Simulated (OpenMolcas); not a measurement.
PO (Phosphorus monoxide): the dipole moment, rung by rung

PO: 2 atoms, total charge 0, spin state doublet. SMILES: `O=[P]`. The coordinates come from a PBE0-D4/def2-TZVP relaxation.

```tsv
atom	x (Å)	y (Å)	z (Å)
O	0.0000	0.0000	-0.0095
P	0.0000	0.0000	1.4645
```

Quantity: the dipole moment, in D. The values are calculated.

| level | kind | program | value (D) | CPU time |
| --- | --- | --- | --- | --- |
| UHF/cc-pVTZ | Hartree–Fock | OpenMolcas | 2.59 | 3.9 s |
| USVWN5/cc-pVTZ | LDA | OpenMolcas | 1.86 | 9.6 s |
| UBLYP/cc-pVTZ | GGA | OpenMolcas | 1.82 | 14 s |
| U-r2SCAN/cc-pVTZ | meta-GGA | OpenMolcas | 1.84 | 20 s |
| UM06-L/cc-pVTZ | meta-GGA | OpenMolcas | 1.87 | 21 s |
| UTPSS/cc-pVTZ | meta-GGA | OpenMolcas | 1.76 | 20 s |
| UBHLYP/cc-pVTZ | global hybrid | OpenMolcas | 2.27 | 16 s |
| UPBE0/cc-pVTZ | global hybrid | OpenMolcas | 1.98 | 15 s |

The values span 1.76 to 2.59 D. CPU times are rough (shared hosts, several kinds of processor): they show what a rung costs within a factor of a few.
